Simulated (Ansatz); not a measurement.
C2, triplet in 6-31G: errors against full CI

Geometry: a point of a stretch scan, not a stationary point.

```xyz
2

C     0.0000    0.0000    0.0000
C     0.0000    0.0000    1.0460
```

Basis 6-31G; Ansatz 0.2.0. Only valence electrons are correlated (noble-gas cores frozen), which leaves 8 electrons in 16 orbitals. Prefix R: restricted or restricted open-shell reference; prefix U: unrestricted. Active spaces: valence = (8e, 8o) chosen from the atoms' valence shells; pair = (4e, 4o) about the gap.

Full CI is exact within this basis and frozen core; it isn't the basis-set limit. The frozen core follows each run's orbitals, which can shift R against U totals by a few meV.

For open shells CISD and CISDTQ are restricted-active-space CI with the open shells as a complete middle space.

```
UHF ⟨S²⟩                          : 2.002
T1 diagnostic (RCCSD)             : 0.0107
largest doubles amplitude (RCCSD) : 0.097
T1 diagnostic (UCCSD)             : 0.0091
```

```csv
level,E − E(RHF) (eV)
UHF,-0.0250
RMP2,-3.3703
UMP2,-3.3711
RCCSD,-3.9403
UCCSD,-3.9408
RCCSD(T),-4.0383
UCCSD(T),-4.0380
```

Q: Estimate how far full CI in 6-31G lies from RCCSD(T). The table doesn't fix it; the size of (T) and the diagnostics are the guide.

A: Full CI in 6-31G lies 31 meV below RCCSD(T), which is 31 % of the (T) step (-98 meV). The diagnostics give no warning, yet the rest is a sizeable part of (T).

The other levels:

```csv
level,E − E(full CI) (meV),share of correlation (%),wall time
CISD,333,91.81,0.75 s
BCCD(T),32,99.20,0.48 s
RCCSDT,16,99.61,–
UCCSDT,15,99.62,–
CISDTQ,9,99.77,2.2 s
RCCSDT(Q),-1,100.02,2.7 s
UCCSDT(Q),-1,100.02,2 s
RCCSDTQ,1,99.97,13 s
UCCSDTQ,1,99.98,13 s
CASSCF (pair space),3329,18.18,–
NEVPT2 (pair space),497,87.79,0.21 s
MRCISD (pair space),239,94.11,–
MRCISD+Q (pair space),21,99.48,0.51 s
CASSCF (valence space),1147,71.82,–
NEVPT2 (valence space),337,91.72,1.4 s
MRCISD (valence space),37,99.10,–
MRCISD+Q (valence space),13,99.67,1.9 s
```

The correlation energy at full CI, counted from RHF, is -4.069 eV. That run took 2.9 s on 1 thread of Arm Neoverse V2, shared host over 414,080 determinants.

Times hold each run's SCF and search for its determinant on a shared host, so for small cases they say little of a method's own cost; they ran on 1 thread of Arm Neoverse V2.

The full-CI state has the irrep B1u of D2h, in the program's axes (one component, if the state is degenerate).

Natural occupations of full CI about the gap: 1.980 1.921 1.921 1.009 0.988 0.069 0.069 0.010 0.007 0.007; effectively unpaired electrons, Σ n²(2−n)², 2.08.
